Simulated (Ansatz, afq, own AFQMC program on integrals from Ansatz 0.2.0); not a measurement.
**AlSi, doublet in 6-31G, levels against full CI**

```yaml
atoms:
  - { symbol: Si, position_ang: [0.0000, 0.0000, 0.0000] }
  - { symbol: Al, position_ang: [0.0000, 0.0000, 2.3977] }
```

Basis 6-31G. Only valence electrons are correlated. AFQMC by an in-house program on the Cholesky factors that Ansatz 0.2.0 writes for its CCSD(T) run. The CISD trial takes its coefficients from CCSD amplitudes. Released means that phaseless walkers are propagated on without the constraint, phases kept. Error bars are statistical, one sigma.

Determinant: ROHF, the one that the program's search chose, which needn't be the lowest solution. The geometry is a PBE0/def2-TZVP stationary point of this or a neighbouring charge and spin state.

Full CI is exact in this basis; its frozen core comes from its own orbitals, which moves totals by up to a few meV.

Cautions: a spin-contaminated unrestricted determinant lies lower (UHF 1.45 eV lower, ⟨S²⟩ 1.81); the search met a lower determinant of the same kind, perhaps of another symmetry (500 meV lower), and this one is a saddle point; strong correlation (T1 0.062, weight of the determinant 0.79, largest double 0.17); the released energies are still falling, so no released level is given (meV from the phaseless value at times in 1/Eh: -8 ± 4 at 0.24, -18 ± 6 at 0.51, -22.0 ± 2.5 at 0.99, -35 ± 3 at 1.62, -45 ± 4 at 2.40); CCSDTQ on the UHF determinant differs (115 meV higher), by its state or its frozen core; full CI with its own frozen core; a state of higher spin lies lower (by 870 meV).

```
T1 diagnostic                               : 0.0615
weight of the determinant in the CISD state : 0.787
size of the correlated space                : 7 electrons in 16 orbitals
```

Reference: full CI, correlation energy -3.110 eV. CCSDTQ lies 3.4 meV above full CI, in part by the other frozen core, which shifts every row alike, so rows that close can't be ranked against it.

| level | E − E(reference) (kJ/mol) | share of correlation (%) |
| --- | --- | --- |
| HF | 300.1 | 0.00 |
| MP2 | 90.0 | 70.02 |
| CCSD | 19.8 | 93.40 |
| CCSD(T) | 5.9 | 98.04 |
| CCSDT | 3.0 | 99.00 |
| CCSDT(Q) | 0.7 | 99.78 |
| CCSDTQ | 0.3 | 99.89 |
| ph-AFQMC/HF | 33.4 ± 2.0 | 88.86 |
| ph-AFQMC/CISD | 6.7 ± 0.4 | 97.78 |

CCSDT and higher add their correlation energy to the determinant of the CCSD(T) run, since their own runs factorise the integrals more tightly (a shift of under 2 meV). A walk keeps the symmetry of its determinant, which the program's search chose and which needn't be the lowest solution, so a lower state of the same spin and another symmetry isn't excluded.
